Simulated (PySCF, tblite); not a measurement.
# H₂ClO−, a complex of two parts: infrared bands, interaction energy and NMR shifts

Aim: the infrared bands, interaction energy and NMR shifts of `O` with `[Cl-]`.

Computed with tblite 0.8.0 and PySCF 2.14.0; each step states its level. No surroundings beyond the atoms listed, unless a continuum is named. Atoms count from 0, parts from 1.

## (1) The system as given

4 atoms, charge -1, multiplicity 1; geometry: rigid parts in contact. Parts: 1 = atoms 0–2, `O`, charge 0; 2 = atom 3, `[Cl-]`, charge -1.

## (2) Docking the parts with GFN1-xTB

Job settings and geometry (Å):

```
{"job": {"kind": "dock", "xc": "GFN1-xTB", "basis": "xTB"}, "charge": -1, "multiplicity": 1, "parts": [{"atoms": "0-2", "charge": 0, "multiplicity": 1}, {"atoms": "3-3", "charge": -1, "multiplicity": 1}]}
O     -0.003002     0.379315     0.005106
H     -0.769305    -0.195773    -0.001736
H      0.772307    -0.183542    -0.003370
Cl    -1.241626    -1.514109     2.081933
```

Level: GFN1-xTB search for minima from random contacts, gas phase.

On the command line:

```bash
$ OMP_NUM_THREADS=1 python cluster_run.py task.json out
```

One launch serves the whole session: the jobs run in the order shown.

Log:

```text
step      E/eV     max force
  0    -280.40518    1.002
  1    -280.42180    0.682
  2    -280.45526    0.949
  3    -280.48977    1.504
  4    -280.51935    1.214
  5    -280.56694    0.544
  6    -280.58942    0.804
  7    -280.62104    0.406
  8    -280.63694    0.354
  9    -280.63591    0.596
 10    -280.64126    0.152
 11    -280.64177    0.129
 12    -280.64426    0.222
 13    -280.64665    0.341
 14    -280.64905    0.324
 15    -280.65057    0.210
 16    -280.65139    0.062
 17    -280.65155    0.038
 18    -280.65165    0.022
 19    -280.65167    0.018
 20    -280.65169    0.020
 21    -280.65174    0.037
 22    -280.65185    0.073
 23    -280.65207    0.120
 24    -280.65238    0.147
 25    -280.65279    0.117
 26    -280.65304    0.020
 27    -280.65306    0.004

distinct minima (kcal/mol above the lowest): 0.00
binding energy -10.722 kcal/mol
```

Wall time 0.31 s (1 thread of Arm Neoverse V2, shared host).

Relaxation path: (the energy doesn't fall at every step)

```tsv
step	energy from step 0 (eV)	largest force (eV/Å)
0	0.0000	1.0023
1	-0.0166	0.6813
2	-0.0501	0.9488
3	-0.0846	1.5039
4	-0.1142	1.2141
5	-0.1618	0.5436
6	-0.1842	0.8046
7	-0.2159	0.4067
8	-0.2318	0.3539
9	-0.2307	0.5958
10	-0.2361	0.1520
11	-0.2366	0.1291
12	-0.2391	0.2223
13	-0.2415	0.3414
14	-0.2439	0.3239
15	-0.2454	0.2099
16	-0.2462	0.0621
17	-0.2464	0.0381
18	-0.2465	0.0224
19	-0.2465	0.0175
20	-0.2465	0.0204
21	-0.2466	0.0369
22	-0.2467	0.0727
23	-0.2469	0.1198
24	-0.2472	0.1470
25	-0.2476	0.1166
26	-0.2479	0.0202
27	-0.2479	0.0042
```

Close pairs (by a distance rule), those that changed most:

```tsv
bond	before (Å)	after (Å)	change (Å)
O0–H1	0.958	0.980	+0.021
O0–H2	0.958	0.960	+0.001
```

Contacts between the parts in the structure taken on (a selection, picked against the atoms' radii; other short pairs can be missing):

```tsv
atoms	distance (Å)	kind (by distance and angle)	angle (°)
H1···Cl3	2.15	hydrogen bond	153
```

## (3) Harmonic vibrations: GFN1-xTB

Job settings and geometry (Å):

```
{"job": {"kind": "ir", "xc": "GFN1-xTB", "basis": "xTB"}, "charge": -1, "multiplicity": 1, "parts": [{"atoms": "0-2", "charge": 0, "multiplicity": 1}, {"atoms": "3-3", "charge": -1, "multiplicity": 1}]}
O     -0.046871     0.270314    -0.247702
H     -0.699037    -0.165116     0.339337
H      0.770784    -0.120451     0.067710
Cl    -1.266502    -1.498857     1.922588
```

With the program's defaults for keys left out, this is: GFN1-xTB harmonic vibrations, gas phase.

Log:

```text
mode    cm-1     km/mol
  1     182.8     43.87
  2     248.2    131.77
  3     608.0    454.25
  4    1504.6    358.69
  5    3402.0    451.28
  6    3728.6     28.94
```

Wall time 0.04 s (1 thread of Arm Neoverse V2, shared host).

The strongest bands and the atoms that carry them:

```tsv
cm⁻¹	km/mol	atoms
183	43.9	O0 50 %, Cl3 32 %, H2 15 %
248	131.8	H1 45 %, H2 42 %, O0 10 %
608	454.2	H1 85 %
1505	358.7	H1 52 %, H2 41 %
3402	451.3	H1 93 %
3729	28.9	H2 93 %
```

Strongest bands of the parts alone (cm⁻¹, km/mol): part 1: 1438 (240), 3676 (47), 3787 (51).

On forming the cluster at 298.15 K and 1 atm (harmonic, kcal/mol): zero-point energy +1.10, all enthalpy terms beyond the electronic energy +0.40, −TΔS +5.50.

## (4) Counterpoise and decomposition: PBE0-D3(BJ)/def2-TZVPD

Job settings and geometry (Å):

```
{"job": {"kind": "inter", "xc": "PBE0", "basis": "def2-TZVPD", "disp": "d3bj", "pairs": false}, "charge": -1, "multiplicity": 1, "parts": [{"atoms": "0-2", "charge": 0, "multiplicity": 1}, {"atoms": "3-3", "charge": -1, "multiplicity": 1}]}
O     -0.046871     0.270314    -0.247702
H     -0.699037    -0.165116     0.339337
H      0.770784    -0.120451     0.067710
Cl    -1.266502    -1.498857     1.922588
```

Level: PBE0-D3(BJ)/def2-TZVPD interaction energy, counterpoise and uncorrected, gas phase.

Log:

```text
part 1, own basis, geometry of the cluster
coarse grid: 2328 points
cycle   1  E = -76.3031961782  dE = -1.331e-02  |g| = 6.559e-01  |ddm| = 8.976e-01
cycle   2  E = -76.1815771130  dE =  1.216e-01  |g| = 1.048e+00  |ddm| = 7.353e-01
cycle   3  E = -76.3812949893  dE = -1.997e-01  |g| = 3.143e-02  |ddm| = 4.490e-01
cycle   4  E = -76.3814785391  dE = -1.835e-04  |g| = 6.075e-03  |ddm| = 1.619e-02
cycle   5  E = -76.3814841040  dE = -5.565e-06  |g| = 8.228e-04  |ddm| = 2.620e-03
final grid: 21952 points
cycle   6  E = -76.3802327835  dE = -1.501e-05  |g| = 3.325e-03  |ddm| = 7.468e-03
cycle   7  E = -76.3802309037  dE =  1.880e-06  |g| = 4.590e-03  |ddm| = 3.067e-03
cycle   8  E = -76.3802343840  dE = -3.480e-06  |g| = 2.716e-04  |ddm| = 1.921e-03
cycle   9  E = -76.3802343964  dE = -1.246e-08  |g| = 2.311e-05  |ddm| = 1.126e-04
cycle  10  E = -76.3802343966  dE = -1.038e-10  |g| = 3.670e-06  |ddm| = 1.369e-05
converged SCF energy = -76.3802343966

part 2, own basis, geometry of the cluster
coarse grid: 1624 points
cycle   1  E = -460.0651063039  dE = -1.468e-01  |g| = 3.999e-01  |ddm| = 3.589e-01
cycle   2  E = -460.0159986617  dE =  4.911e-02  |g| = 6.270e-01  |ddm| = 1.079e+00
cycle   3  E = -460.1288521105  dE = -1.129e-01  |g| = 2.315e-02  |ddm| = 5.793e-01
cycle   4  E = -460.1289626290  dE = -1.105e-04  |g| = 4.270e-03  |ddm| = 2.034e-02
cycle   5  E = -460.1289667731  dE = -4.144e-06  |g| = 7.187e-04  |ddm| = 3.860e-03
final grid: 11752 points
cycle   6  E = -460.1297714886  dE = -3.880e-06  |g| = 1.716e-03  |ddm| = 3.727e-03
cycle   7  E = -460.1297714241  dE =  6.452e-08  |g| = 1.365e-03  |ddm| = 1.846e-03
cycle   8  E = -460.1297717503  dE = -3.262e-07  |g| = 2.300e-04  |ddm| = 1.252e-03
cycle   9  E = -460.1297717656  dE = -1.527e-08  |g| = 4.099e-06  |ddm| = 2.269e-04
cycle  10  E = -460.1297717656  dE = -5.002e-12  |g| = 7.540e-08  |ddm| = 5.171e-06
converged SCF energy = -460.1297717656

part 1, own basis, relaxed alone
coarse grid: 2328 points
cycle   1  E = -76.3044057706  dE = -2.693e-03  |g| = 6.580e-01  |ddm| = 9.026e-01
cycle   2  E = -76.1897102371  dE =  1.147e-01  |g| = 1.033e+00  |ddm| = 7.232e-01
cycle   3  E = -76.3819295069  dE = -1.922e-01  |g| = 3.136e-02  |ddm| = 4.369e-01
cycle   4  E = -76.3821124600  dE = -1.830e-04  |g| = 5.799e-03  |ddm| = 1.607e-02
cycle   5  E = -76.3821174661  dE = -5.006e-06  |g| = 7.732e-04  |ddm| = 2.465e-03
final grid: 21952 points
cycle   6  E = -76.3807791278  dE = -1.506e-05  |g| = 3.391e-03  |ddm| = 9.530e-03
cycle   7  E = -76.3807772663  dE =  1.861e-06  |g| = 4.652e-03  |ddm| = 3.267e-03
cycle   8  E = -76.3807808216  dE = -3.555e-06  |g| = 2.483e-04  |ddm| = 1.921e-03
cycle   9  E = -76.3807808319  dE = -1.029e-08  |g| = 2.418e-05  |ddm| = 1.088e-04
cycle  10  E = -76.3807808320  dE = -1.131e-10  |g| = 3.191e-06  |ddm| = 1.525e-05
converged SCF energy = -76.3807808320

part 2, own basis, relaxed alone: E = -460.1297717656 (as before)

cluster
final grid: 33704 points
cycle   1  E = -536.5329092865  dE = -1.285e-02  |g| = 4.577e-02  |ddm| = 3.813e-01
cycle   2  E = -536.5332315450  dE = -3.223e-04  |g| = 3.796e-02  |ddm| = 8.460e-02
cycle   3  E = -536.5335829336  dE = -3.514e-04  |g| = 5.858e-03  |ddm| = 2.729e-02
cycle   4  E = -536.5335888473  dE = -5.914e-06  |g| = 2.888e-03  |ddm| = 5.809e-03
cycle   5  E = -536.5335902115  dE = -1.364e-06  |g| = 1.232e-03  |ddm| = 2.569e-03
cycle   6  E = -536.5335904808  dE = -2.693e-07  |g| = 1.820e-04  |ddm| = 8.273e-04
cycle   7  E = -536.5335904877  dE = -6.972e-09  |g| = 4.500e-05  |ddm| = 1.803e-04
cycle   8  E = -536.5335904883  dE = -5.191e-10  |g| = 4.899e-06  |ddm| = 4.517e-05
converged SCF energy = -536.5335904883

part 1 in the basis of the cluster
final grid: 33704 points
cycle   1  E = -76.3802689328  dE = -3.613e-05  |g| = 3.484e-04  |ddm| = 1.021e-01
cycle   2  E = -76.3802689815  dE = -4.866e-08  |g| = 2.898e-05  |ddm| = 4.101e-03
cycle   3  E = -76.3802689817  dE = -1.876e-10  |g| = 2.271e-05  |ddm| = 2.196e-04
converged SCF energy = -76.3802689817

part 2 in the basis of the cluster
final grid: 33704 points
cycle   1  E = -460.1294954283  dE = -1.056e-04  |g| = 2.744e-03  |ddm| = 1.248e-01
cycle   2  E = -460.1294951847  dE =  2.436e-07  |g| = 3.391e-03  |ddm| = 9.345e-03
cycle   3  E = -460.1294980254  dE = -2.841e-06  |g| = 1.318e-04  |ddm| = 2.985e-03
cycle   4  E = -460.1294980325  dE = -7.092e-09  |g| = 3.575e-05  |ddm| = 5.602e-04
cycle   5  E = -460.1294980330  dE = -5.244e-10  |g| = 2.529e-06  |ddm| = 1.400e-04
converged SCF energy = -460.1294980330

Interaction energy (kcal/mol)
  counterpoise      -15.436
  uncorrected       -15.526
  dispersion part    -0.486
  deformation         0.343
  binding           -15.093

Decomposition of the uncorrected value (kcal/mol)
  electrostatic     -20.408
  Pauli              13.859
  orbital            -8.491
  dispersion         -0.486

Charge of each part in the cluster: -0.042 -0.958
```

Wall time 3.7 s (1 thread of Arm Neoverse V2, shared host); peak memory 0.35 GiB.

Contacts at this geometry (a selection, picked against the atoms' radii; other short pairs can be missing):

```tsv
atoms	distance (Å)	kind (by distance and angle)	angle (°)
H1···Cl3	2.15	hydrogen bond	153
```

The decomposition goes in steps from the parts' own densities: electrostatics between them unchanged, then the rise on making their orbitals orthogonal (called Pauli here; it holds the exchange-correlation between the parts too, so it can be small or negative at long range), then orbital relaxation, then the dispersion term. Charges of the parts share the cluster's density out in proportion to the parts' own densities.

The SCF energies in the log hold no dispersion term; the tabulated energies do.

The parts:

```tsv
part	SMILES	deformation (kcal/mol)	HOMO alone (eV)	charge in the cluster (e)
1	O	0.34	-9.06	-0.042
2	[Cl-]	0.00	-1.04	-0.958
```

0.17 electrons are displaced on forming the cluster; the change lies nearest to O0 35 %; Cl3 29 %; H1 23 %; H2 13 %.

## (5) Nuclear shieldings: PBE0/pcSseg-1

Job settings and geometry (Å):

```
{"job": {"kind": "nmr", "xc": "PBE0", "basis": "pcSseg-1"}, "charge": -1, "multiplicity": 1, "parts": [{"atoms": "0-2", "charge": 0, "multiplicity": 1}, {"atoms": "3-3", "charge": -1, "multiplicity": 1}]}
O     -0.046871     0.270314    -0.247702
H     -0.699037    -0.165116     0.339337
H      0.770784    -0.120451     0.067710
Cl    -1.266502    -1.498857     1.922588
```

With the program's defaults for keys left out, this is: GIAO PBE0/pcSseg-1 NMR shielding, non-relativistic, gas phase.

Log:

```text
coarse grid: 3952 points
cycle   1  E = -536.3118094982  dE = -1.618e-01  |g| = 7.420e-01  |ddm| = 1.285e+00
cycle   2  E = -536.2833020016  dE =  2.851e-02  |g| = 9.026e-01  |ddm| = 1.201e+00
cycle   3  E = -536.4251433882  dE = -1.418e-01  |g| = 7.720e-02  |ddm| = 5.507e-01
cycle   4  E = -536.4264841469  dE = -1.341e-03  |g| = 2.286e-02  |ddm| = 9.736e-02
cycle   5  E = -536.4265552062  dE = -7.106e-05  |g| = 1.145e-03  |ddm| = 1.499e-02
cycle   6  E = -536.4265554024  dE = -1.962e-07  |g| = 2.021e-04  |ddm| = 8.445e-04
final grid: 33704 points
cycle   7  E = -536.4462570202  dE = -1.345e-05  |g| = 3.735e-03  |ddm| = 6.993e-03
cycle   8  E = -536.4462561314  dE =  8.888e-07  |g| = 3.988e-03  |ddm| = 4.228e-03
cycle   9  E = -536.4462586565  dE = -2.525e-06  |g| = 5.617e-04  |ddm| = 2.488e-03
cycle  10  E = -536.4462587028  dE = -4.631e-08  |g| = 8.094e-05  |ddm| = 2.919e-04
cycle  11  E = -536.4462587042  dE = -1.409e-09  |g| = 1.457e-05  |ddm| = 1.068e-04
cycle  12  E = -536.4462587043  dE = -5.070e-11  |g| = 1.230e-06  |ddm| = 1.758e-05
converged SCF energy = -536.4462587043

GIAO shielding tensors (ppm)
atom      isotropic    diamagn.    paramagn.     s11        s22        s33       span
  0 O      308.302     387.908     -79.606    241.691    325.485    357.730    116.038
  1 H       26.311      27.650      -1.340     13.443     16.467     49.021     35.578
  2 H       32.711      32.415       0.297     25.699     29.139     43.295     17.596
  3 Cl    1127.827    1149.834     -22.007   1097.527   1127.669   1158.287     60.760

== part 1 alone, relaxed ==
coarse grid: 2328 points
cycle   1  E = -76.2434134950  dE = -1.388e-03  |g| = 6.487e-01  |ddm| = 1.205e+00
cycle   2  E = -76.1933212810  dE =  5.009e-02  |g| = 8.507e-01  |ddm| = 7.410e-01
cycle   3  E = -76.3169609979  dE = -1.236e-01  |g| = 2.337e-02  |ddm| = 4.306e-01
cycle   4  E = -76.3170501852  dE = -8.919e-05  |g| = 2.842e-03  |ddm| = 1.036e-02
cycle   5  E = -76.3170513353  dE = -1.150e-06  |g| = 3.152e-04  |ddm| = 1.254e-03
final grid: 21952 points
cycle   6  E = -76.3318717241  dE = -7.150e-06  |g| = 2.950e-03  |ddm| = 6.090e-03
cycle   7  E = -76.3318708053  dE =  9.187e-07  |g| = 3.741e-03  |ddm| = 3.057e-03
cycle   8  E = -76.3318730431  dE = -2.238e-06  |g| = 9.120e-05  |ddm| = 1.744e-03
cycle   9  E = -76.3318730446  dE = -1.516e-09  |g| = 5.202e-06  |ddm| = 5.370e-05
cycle  10  E = -76.3318730446  dE = -5.826e-12  |g| = 6.466e-07  |ddm| = 3.865e-06
converged SCF energy = -76.3318730446

GIAO shielding tensors (ppm)
atom      isotropic    diamagn.    paramagn.     s11        s22        s33       span
  0 O      336.685     384.111     -47.426    312.113    340.742    357.199     45.087
  1 H       30.908      30.850       0.058     23.675     25.104     43.945     20.270
  2 H       30.908      30.850       0.058     23.675     25.104     43.945     20.270

== part 2 alone, relaxed ==
coarse grid: 1624 points
cycle   1  E = -460.0282029295  dE = -1.488e-01  |g| = 4.053e-01  |ddm| = 3.880e-01
cycle   2  E = -460.0471761398  dE = -1.897e-02  |g| = 3.913e-01  |ddm| = 1.030e+00
cycle   3  E = -460.0797156713  dE = -3.254e-02  |g| = 2.437e-02  |ddm| = 4.112e-01
cycle   4  E = -460.0798637477  dE = -1.481e-04  |g| = 1.272e-03  |ddm| = 2.876e-02
cycle   5  E = -460.0798640900  dE = -3.422e-07  |g| = 1.862e-05  |ddm| = 1.476e-03
final grid: 11752 points
cycle   6  E = -460.0845496016  dE = -5.559e-06  |g| = 2.330e-03  |ddm| = 3.514e-03
cycle   7  E = -460.0845497606  dE = -1.590e-07  |g| = 1.355e-03  |ddm| = 2.508e-03
cycle   8  E = -460.0845499996  dE = -2.390e-07  |g| = 1.596e-04  |ddm| = 1.344e-03
cycle   9  E = -460.0845500057  dE = -6.164e-09  |g| = 4.610e-06  |ddm| = 1.979e-04
cycle  10  E = -460.0845500057  dE = -4.718e-12  |g| = 2.137e-08  |ddm| = 5.134e-06
converged SCF energy = -460.0845500057

GIAO shielding tensors (ppm)
atom      isotropic    diamagn.    paramagn.     s11        s22        s33       span
  0 Cl    1150.043    1150.043       0.000   1150.043   1150.043   1150.043      0.000
```

Wall time 2.7 s (1 thread of Arm Neoverse V2, shared host); peak memory 0.35 GiB.

No reference compound was run at this level, so shieldings alone are listed.

```tsv
atoms	environment	σ (ppm)
H1	hydrogen on an oxygen	26.31
H2	hydrogen on an oxygen	32.71
O0	oxygen bonded to 2 H	308.3
Cl3	chlorine atom	1128
```

Charges from the same density, by scheme (e):

```tsv
atoms	Mulliken	IAO	Hirshfeld	ESP fit
O0	-0.52	-0.77	-0.40	-0.84
Cl3	-0.91	-0.89	-0.79	-0.91
```

What binding changes (parts relaxed alone, same level, their own basis):

```tsv
atom	σ alone (ppm)	σ in the cluster	shift on binding (ppm)
O0	336.68	308.30	+28.38
Cl3	1150.04	1127.83	+22.22
H1	30.91	26.31	+4.60
H2	30.91	32.71	-1.80
```

[end of part 1 of 2]
